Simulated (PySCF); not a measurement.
# CNH: stationary points from several starts

Which structure of CNH lies lowest? The starts are linear and bent; the spin state tried: singlet. Each end point is tested by its vibrations.

Method: PBE0, basis C def2-TZVP, N def2-TZVP, H def2-TZVP, no relativity, density fitting; program: PySCF 2.14.0.

## 1. Starting geometry

3 atoms, charge 0, spin multiplicity 1.

Bond lengths: C1–N2 1.270 Å, C1–H3 1.070 Å. Angles: N2–C1–H3 180.0°.

```xyz
3
charge 0 multiplicity 1
C     0.0000    0.0000    0.6185
N     0.0000    0.0000   -0.6515
H     0.0000    0.0000    1.6885
```

## 2. Relaxation: linear start, singlet

One driver script runs all steps and calls PySCF; scf.py shows how it sets up the SCF of each step. The optimiser is the driver's own. Before each start the driver seeks the lowest SCF state from one or more starting densities and follows internal instabilities, so scf.py alone need not reach the same state.

The program finds C∞v symmetry in the start, which this walk keeps. Threshold on the gradient: 0.0003 Eh/bohr, with a further test on the energy change.

Contents of scf.py:

```python
from pyscf import gto, scf, dft
mol = gto.M(atom='''
C      0.000000     0.000000     0.618474
N      0.000000     0.000000    -0.651526
H      0.000000     0.000000     1.688474''',
    basis={'C': 'def2-TZVP', 'N': 'def2-TZVP', 'H': 'def2-TZVP'},
    charge=0, spin=0)
mf = dft.RKS(mol, xc='PBE0')
mf.grids.atom_grid = (50, 194)
aux = {'C': 'def2-universal-JKFIT', 'N': 'def2-universal-JKFIT', 'H': 'def2-universal-JKFIT'}
mf = mf.density_fit(auxbasis=aux)
mf.kernel()
```

Steps of the walk:

```csv
step,energy (Eh),change (kJ/mol),largest symmetric gradient (Eh/bohr)
0,-93.317236,0.00,0.21239
1,-93.340400,-60.82,0.10319
2,-93.344500,-71.58,0.05160
3,-93.345393,-73.93,0.00776
4,-93.345415,-73.98,0.00046
5,-93.345415,-73.98,0.00001
```

The walk ran for 8.4 s (2 threads, shared host).

Positions (Å) and forces (eV/Å) along the way:

```
step 0
C    0.000   0.000   0.618   0.000   0.000 -10.922
N    0.000   0.000  -0.652   0.000   0.000  10.811
H    0.000   0.000   1.688   0.000   0.000   0.110
step 1
C    0.000   0.000   0.591   0.000   0.000  -5.030
N    0.000   0.000  -0.603   0.000   0.000   5.306
H    0.000   0.000   1.668   0.000   0.000  -0.276
step 3
C    0.000   0.000   0.579   0.000   0.000  -0.399
N    0.000   0.000  -0.570   0.000   0.000   0.391
H    0.000   0.000   1.647   0.000   0.000   0.009
step 5
C    0.000   0.000   0.577   0.000   0.000   0.000
N    0.000   0.000  -0.568   0.000   0.000   0.000
H    0.000   0.000   1.646   0.000   0.000   0.000
```

End point (C∞v, 5 steps, 74.0 kJ/mol gained): C–H 1.069 Å, C–N 1.146 Å; H–C–N 180.0°.

## 3. Vibrations and properties at this point

On the finer grid the gradient is checked again; gradients at displacements of ±0.01 bohr then give force constants and infrared intensities.

Edit scf.py of step 2 so:

```diff
@@ -3,3 +3,3 @@
-C      0.000000     0.000000     0.618474
-N      0.000000     0.000000    -0.651526
-H      0.000000     0.000000     1.688474''',
+C      0.000000     0.000000     0.554037
+N      0.000000     0.000000    -0.591575
+H      0.000000     0.000000     1.622723''',
@@ -9 +9 @@
-mf.grids.atom_grid = (50, 194)
+mf.grids.atom_grid = (75, 302)
```

The driver hands on the density of the step before, so the log starts near convergence.

SCF at the final geometry:

```text
init E= -93.3454154004129
  HOMO = -0.383414593876391  LUMO = 0.0116014303019753  gap/eV = 10.74893
cycle= 1 E= -93.345415400413  delta_E= -9.95e-14  |g|= 2.1e-07  |ddm|= 1.29e-07
  HOMO = -0.383414601613376  LUMO = 0.0116014292109736  gap/eV = 10.74893
Extra cycle  E= -93.345415400413  delta_E= -1.42e-14  |g|= 5e-07  |ddm|= 3.08e-07
converged SCF energy = -93.345415400413
```

The whole step took 18 s.

Geometry: C∞v; C–H 1.069 Å, C–N 1.146 Å; H–C–N 180.0°.

Harmonic modes (main isotopes):

```
symmetry  ω (cm⁻¹)  IR (km/mol)     type
       π       776         74.0     bend
      σ+      2223          1.6  stretch
      σ+      3457         66.4  stretch
```

Every mode is real; the point is a minimum.

Properties at this point:

| Item | Value |
| --- | --- |
| Dipole moment | 3.03 D |
| Highest occupied level | -10.43 eV |
| Lowest empty level | 0.32 eV |
| Rotational constants | 1.5 cm⁻¹ |
| Zero-point energy | 43.3 kJ/mol |
| Principal polarisabilities | 11.5, 11.5, 21.7 bohr³ |
| Atomisation energy without zero-point energy | 1300 kJ/mol |
| Principal traceless quadrupole moments about the centre of mass | -1.21, -1.21, 2.41 D Å |
| Entropy at 298.15 K and 1 bar | 201.2 J/(mol K) |
| Heat capacity Cp at 298.15 K | 34.9 J/(mol K) |
| Enthalpy at 298.15 K above 0 K | 9.13 kJ/mol |
| Rotational symmetry number | 1 |

Charges (e) and bond orders:

| atom | Mulliken | Löwdin | polar tensor | Mayer order to C1 |
| --- | --- | --- | --- | --- |
| C1 | -0.19 | -0.17 | -0.06 | – |
| N2 | -0.02 | 0.05 | -0.20 | 3.07 |
| H3 | 0.20 | 0.13 | 0.26 | 0.94 |

Outer orbital energies (eV). occupied: -392.05, -279.64, -25.97, -17.06, -10.95, -10.43, -10.43; empty: 0.32, 0.32, 1.52, 2.78.

Mulliken populations on C1: s 3.24, p 2.89, d 0.04, f 0.01.

## 4. Bent start, singlet: relaxation

The program finds Cs symmetry in the start, which this walk keeps. The walk stops when the largest gradient is under 0.0003 Eh/bohr and the energy has settled too.

Edit scf.py of step 3 so:

```diff
@@ -3,3 +3,3 @@
-C      0.000000     0.000000     0.554037
-N      0.000000     0.000000    -0.591575
-H      0.000000     0.000000     1.622723''',
+C      0.506612     0.000000    -0.400518
+N     -0.533688     0.000000     0.327882
+H      1.383112     0.000000     0.213182''',
@@ -9 +9 @@
-mf.grids.atom_grid = (75, 302)
+mf.grids.atom_grid = (50, 194)
```

Steps of the walk:

```csv
step,energy (Eh),change (kJ/mol),largest symmetric gradient (Eh/bohr)
0,-93.280644,0.00,0.15536
1,-93.297490,-44.23,0.23016
2,-93.324690,-115.64,0.06607
3,-93.333464,-138.68,0.07443
4,-93.341419,-159.56,0.05374
5,-93.344804,-168.45,0.00788
6,-93.345191,-169.47,0.01857
7,-93.345407,-170.03,0.00268
8,-93.345415,-170.06,0.00056
9,-93.345415,-170.06,0.00019
```

The walk took 12 s.

After 9 steps and 170.1 kJ/mol it ends at C∞v: C–H 1.069 Å, C–N 1.146 Å; H–C–N 180.0°.

## 5. What came out

```
                                 quantity                                   value
                           lowest minimum                            singlet, C∞v
                                 geometry  C–H 1.069 Å, C–N 1.146 Å; H–C–N 180.0°
                       wavenumbers (cm⁻¹)           776 (π), 2223 (σ+), 3457 (σ+)
                            dipole moment                                  3.03 D
     highest occupied, lowest empty level                         -10.43, 0.32 eV
                polar-tensor charge of C1                                 -0.06 e
                        zero-point energy                             43.3 kJ/mol
                      entropy at 298.15 K                         201.2 J/(mol K)
atomisation energy (no zero-point energy)                             1300 kJ/mol
```

**Reading.** The lowest minimum found is the singlet of C∞v symmetry. In the infrared the band at 776 cm⁻¹ (π, bend) leads. A search over typed starts can miss a lower isomer.

The search up to here took 41 s.
